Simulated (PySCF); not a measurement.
Isomers of C4H3F2 (doublet state), one GFN2-xTB conformer each. Single-point energies are computed at B3LYP/pcH-1 (PySCF, gas phase, no added dispersion term), electronic only. GFN2-xTB treats the open shell by occupation alone, and not every SCF solution was tested for stability.

| SMILES | GFN2-xTB relative energy (kJ/mol) |
| --- | --- |
| C#C[C](F)CF | 7.7 |
| C=[C]/C(F)=C\F | 0.0 |

Conformers: `[CH:1]#[C:2][C:3]([F:4])[CH2:5][F:6]` (doublet state) with C2–C3–C5–F6 -47°.

Q: What does B3LYP/pcH-1 give for the same structures?

A: 
| SMILES | B3LYP/pcH-1 E (Eh) | B3LYP/pcH-1 (kJ/mol) | GFN2-xTB (kJ/mol) | point group |
| --- | --- | --- | --- | --- |
| C=[C]/C(F)=C\F | -353.80788 | 0.0 | 0.0 | Cs |
| C#C[C](F)CF | -353.80311 | 12.5 | 7.7 | C1 |

Both levels put the same isomer lowest. Neighbours under 21 kJ/mol apart (C=[C]/C(F)=C\F and C#C[C](F)CF) can change places with a better method, another conformer or zero-point energy.
